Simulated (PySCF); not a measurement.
Species: C₅H₆O.
Bonds: C1–C2 (double), C2–C3 (double), C3–C4, C4–C5, C4–O6 (double). Hydrogens: H7, H8 on C1; H9 on C3; H10, H11, H12 on C5.

Torsions of this conformer, `[CH2:1]=[C:2]=[CH:3][C:4]([CH3:5])=[O:6]`: C2–C3–C4–C5 0°.

The closed-shell ground state was solved at several levels (PySCF, density fitting, gas phase, non-relativistic). One conformer (not necessarily the lowest) at the PBE0-D3(BJ)/def2-TZVP geometry, without solvent, vibrations or thermal averaging.

```json
{"level": "PBE0/pcJ-2", "basis functions": "450", "HOMO (eV)": "-7.30", "LUMO (eV)": "-1.48", "gap (eV)": "5.82", "dipole (D)": "3.71"}
{"level": "PBE0/pcSseg-2", "basis functions": "300", "HOMO (eV)": "-7.30", "LUMO (eV)": "-1.48", "gap (eV)": "5.82", "dipole (D)": "3.71"}
{"level": "B3LYP/pcJ-2", "basis functions": "450", "HOMO (eV)": "-7.06", "LUMO (eV)": "-1.70", "gap (eV)": "5.36", "dipole (D)": "3.71"}
```

Q: Estimate the row for B97-2/pcJ-2, a basis of 450 functions; the other rows only guide the guess.

A: HOMO -7.01 eV, LUMO -1.54 eV, gap 5.47 eV, dipole 3.68 D.

Q: In the pcJ-2 basis, how does the gap go with the fixed share of exact exchange?

A: B3LYP (20 %) 5.36 eV; B97-2 (21 %) 5.47 eV; PBE0 (25 %) 5.82 eV. Each rise in the share widens the gap here.

Q: How far do the dipole and the HOMO energy spread over the levels?

A: The dipole runs from 3.68 to 3.71 D (mean 3.70 D) and the HOMO from -7.30 to -7.01 eV.
